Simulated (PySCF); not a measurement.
## hydrogen chloride and formaldehyde

A gas-phase complex of hydrogen chloride and formaldehyde; neutral, singlet. The structure comes from a short search (a few tight-binding starts) and was relaxed by PBE0-D3(BJ)/def2-SVPD; another way of binding may lie lower. No frequency run checks that it is a minimum.

Parts: 1 = hydrogen chloride (Cl), atoms 1–2; 2 = formaldehyde (C=O), atoms 3–6.

Coordinates in Å:
```
Cl1     0.561   -0.193    0.400
H2     -0.382    0.133   -0.459
C3     -0.727    0.225   -2.895
O4     -1.357    0.460   -1.896
H5     -1.175    0.363   -3.902
H6      0.325   -0.136   -2.847
```

Contacts between parts, classed by geometry: H2···O4 1.767 Å (hydrogen bond, 166°).

Interaction energies are complex less parts, with the parts frozen as they stand in it; counterpoise-corrected, in kcal/mol (PySCF). The CCSD(T) estimate is Hartree-Fock/aug-cc-pVTZ, plus the MP2 correlation part extrapolated as X⁻³ from aug-cc-pVDZ and aug-cc-pVTZ, plus CCSD(T) less MP2 in aug-cc-pVDZ; noble-gas cores are frozen. It isn't the exact limit.

(1) Give the interaction energy at each level run.

(2) What holds them together? Decompose the MP2/aug-cc-pVTZ energy: frozen parts, their antisymmetrised product, then relaxation.

Results:

(1) 
```
                         level  interaction  superposition error removed
      Hartree-Fock/aug-cc-pVTZ        -2.89                            -
               MP2/aug-cc-pVTZ        -5.88                        -0.67
CCSD(T), estimated basis limit        -5.43                            -
```

(2) electrostatic -12.7, Pauli repulsion +16.5, orbital relaxation -6.7, correlation -3.6 kcal/mol, which sum to the value before the counterpoise correction, the first three by Hartree-Fock. Of the attraction, 55 % is electrostatic, 29 % is orbital relaxation, 16 % is correlation.
